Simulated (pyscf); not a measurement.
Structures and frequencies: ωB97X-D3(BJ)/def2-SVP in PySCF.

**Question.** Estimate the classical barrier height and the reaction energy of O=W(=O)(OH)–F (SMILES [O]=[W](=[O])([OH])[F]) + HF (SMILES F) → O=W(=O)(F)–F (SMILES [O]=[W](=[O])([F])[F]) + H₂O (SMILES O) at ωB97M-D3(BJ)/def2-TZVP. The step runs on the singlet surface, breaks O–W, F–H and forms F–W, H–O; take the separated reactants as zero.

**Answer.** ΔE‡ = -0.8 kcal/mol, ΔE = -4.5 kcal/mol. Zero-point energy shifts the barrier by +1.0 kcal/mol. It is a four-centre exchange, with an imaginary mode of 530i cm⁻¹. On the reactant side the descent ends in a complex, 7.8 kcal/mol under the separated species and 5.9 kcal/mol under the saddle at ωB97X-D3(BJ)/def2-TZVP. On the product side the descent ends in an adduct with a O–W contact, 17.5 kcal/mol under the separated species and 19.4 kcal/mol under the saddle at ωB97X-D3(BJ)/def2-TZVP. At ωB97M-D3(BJ) the saddle lies under the separated reactants, which points to a path from their complex (located at ωB97X-D3(BJ) alone). What is counted as broken (O–W) persists as a longer contact in the product adduct; parting that adduct is a step of its own. This is the saddle that the search found; another between the same sides may lie lower. Elements past Kr carry the def2 core potentials, without spin-orbit coupling.
